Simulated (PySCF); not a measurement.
Homolysis of single bonds, series B F-Br. All species are isolated molecules in the gas phase. Strings in code marks are SMILES.

Calculation: PBE0-D4/def2-TZVP (PySCF 2.14.0). 

| species | dipole moment (D) |
|---|---|
| radical fragment (`F[B]F`) | 0.27 |
| radical fragment (`[F]`) | 0.00 |
| whole molecule (`FB(F)Br`) | 0.27 |
| radical fragment (`F[B]Br`) | 0.09 |
| radical fragment (`[Br]`) | … |
| whole molecule (`BrB(F)Br`) | … |
| radical fragment (`Br[B]Br`) | 0.42 |
| whole molecule (`BrB(Br)Br`) | 0.00 |

Question: Some entries are withheld; supply them.

Answer: 
- radical fragment (`[Br]`), dipole moment (D): 0.00
- whole molecule (`BrB(F)Br`), dipole moment (D): 0.32
